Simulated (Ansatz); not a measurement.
# AlClFH: the cost of one run

Program: Ansatz 0.2.0. Level of theory: RKS PBE-D4/def2-SVP. These are calculated values, not measurements.

## Step 1: Starting point

Bond lengths: Al1–F2 2.117 Å, Al1–Cl4 2.039 Å. Angles: F2–Al1–Cl4 103.6°.

Structure file:

```xyz
4

Al    0.2359    0.9126    0.0091
F     0.6225   -1.1027    0.5298
H     0.9400   -0.8531   -0.6086
Cl   -1.7984    1.0432    0.0698
```

## Step 2: Pulling towards end A

Springs on the bonds that form and break draw the guess towards this end; the thresholds are loose.

Contents of input.yaml:

```yaml
crystal:
  periodic: [false, false, false]
  atoms:
    - { symbol: Al, position_ang: [0.2359, 0.9126, 0.0091] }
    - { symbol: F, position_ang: [0.6225, -1.1027, 0.5298] }
    - { symbol: H, position_ang: [0.94, -0.8531, -0.6086] }
    - { symbol: Cl, position_ang: [-1.7984, 1.0432, 0.0698] }
basis:
  gaussian: { orbitals: def2-SVP }
hamiltonian:
  xc: pbe
  dispersion: d4
relax:
  f_tol: 0.15
  max_steps: 25
  restrain:
    - { distance: [2, 1], at: 2.18, k: 30.0 }
    - { distance: [0, 1], at: 1.78, k: 30.0 }
    - { distance: [0, 2], at: 1.52, k: 30.0 }
```

On the command line:

```
ansatz run input.yaml --threads 1 --pin off --max-ram 2048MiB --backend cpu --events-out ev --progress --plain --runs-dir out
```

Q: Estimate wall time and peak memory on 1 thread of Arm Neoverse V2, shared host.

About 9.7 s, with a peak of 0.12 GiB.
